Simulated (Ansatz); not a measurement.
I need a polarisability from point charges of CH₇NSi, SMILES NC[SiH3]. Use Ansatz 0.2.0, Python API. Level of theory (for the species named): PBE0, aug-cc-pVDZ basis, multiplicity 1.

```xyz
10

N    -1.2912    0.5114   -0.5065
C     0.1150    0.5598   -0.3562
Si    0.6791   -0.7565    0.8159
H    -1.5619   -0.2953   -0.9817
H    -1.6101    1.3059   -1.1637
H     0.4258    1.5607    0.0166
H     0.6149    0.4240   -1.3305
H     0.3312   -2.0850    0.3391
H     0.1810   -0.5346    2.2442
H     2.1992   -0.7414    0.9257
```

The script, `ch7nsi.py`:
```python
import warnings

import ansatz as az
from ase import Atoms
import numpy as np

warnings.simplefilter("ignore", az.DeckWarning)

atoms = Atoms(["N", "C", "Si", "H", "H", "H", "H", "H", "H", "H"], positions=[
    [-1.2912, 0.5114, -0.5065],
    [0.115, 0.5598, -0.3562],
    [0.6791, -0.7565, 0.8159],
    [-1.5619, -0.2953, -0.9817],
    [-1.6101, 1.3059, -1.1637],
    [0.4258, 1.5607, 0.0166],
    [0.6149, 0.424, -1.3305],
    [0.3312, -2.085, 0.3391],
    [0.181, -0.5346, 2.2442],
    [2.1992, -0.7414, 0.9257],
])
system = az.Crystal.molecule_from_ase(atoms)

setup = (
    system.calculation()
    .basis(gaussian="aug-cc-pVDZ")
    .functional("pbe0")
    .forces()
)
centre = np.mean([site.position_ang for site in system.cartesian_sites], axis=0)
field = 2 * 14.399645 * 2.0 / 40.0 ** 2


def dipole(axis, sign):
    arm = 40.0 * np.eye(3)[axis]
    pair = [{"charge": sign * 2.0, "position_ang": (centre - arm).tolist()}, {"charge": -sign * 2.0, "position_ang": (centre + arm).tolist()}]
    deck = setup.input().set(az.key.basis.gaussian.point_charges, pair)
    return np.array(az.Session.from_dict(deck).plan().execute().report["charge_distribution"]["dipole_moment_e_ang"])


print(f"field {field:.4f} V/A")
alpha = np.array([(dipole(axis, 1) - dipole(axis, -1)) / (2 * field) * 14.399645 for axis in range(3)])
print("polarisability tensor (A^3)")
print(np.array2string(alpha, precision=3, suppress_small=True))
print(f"mean {np.trace(alpha) / 3:.3f} A^3 = {np.trace(alpha) / 3 / 0.14818471:.2f} bohr^3")
```

Output of `python ch7nsi.py`:
```text
field 0.0360 V/A
polarisability tensor (A^3)
[[ 8.204 -0.497  0.507]
 [-0.493  7.635 -0.624]
 [ 0.502 -0.626  7.925]]
mean 7.921 A^3 = 53.46 bohr^3
```

The geometry is a force-field or estimated start, not a minimum of this method, and the basis set is short of its limit. The field of two point charges is only nearly even. Finished in 43 s on 1 thread of Arm Neoverse V1, on a shared host, peak memory 0.36 GiB.

(Lines on the test bed's own set-up are left out of the output.)
